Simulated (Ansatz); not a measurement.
Cohesive energy (eV/atom) of solids drawn from the class of elemental solids other than molecular ones, at two levels: PBE in Ansatz (PAW), and PBEsol (Ansatz, a program for electronic structure, PAW).

| solid | PBE | PBEsol | shift (eV/atom) |
|---|---|---|---|
| fcc Sr | 1.61 | 1.81 | +0.20 |
| bcc Fe | 4.91 | 5.67 | +0.76 |
| hcp Lu | 4.17 | 4.63 | +0.46 |
| fcc Au | 3.05 | 3.73 | +0.68 |
| grey tin (α-Sn) | 3.17 | 3.54 | +0.37 |
| bcc Na | 1.08 | 1.15 | +0.07 |
| hcp Be | 3.73 | 3.98 | +0.25 |
| body-centred tetragonal In | 2.32 | 2.73 | +0.41 |
| hcp Cd | 0.75 | 1.20 | +0.45 |
| bcc Ta | 8.13 | 8.95 | +0.82 |

The shifts run from +0.07 eV/atom to +0.82 eV/atom, with a median of +0.43 eV/atom.

Over all 10 rows PBEsol is the larger in 10.

Ansatz's runs of these crystals have no spin polarisation, but for bcc Fe.

Density-functional runs with spin start from parallel moments for bcc Fe.

Spin–orbit coupling is left out, also for the solids with elements from indium on (hcp Lu, fcc Au, grey tin (α-Sn), body-centred tetragonal In, bcc Ta); its size isn't shown.

Free atoms are spin-polarised, in the lowest state found; at levels without +SOC their spin–orbit coupling is left out. Each level is taken at its own relaxed cell. Ansatz's density-functional and Hartree–Fock values are scalar-relativistic unless marked +SOC, with PAW data made under PBE.
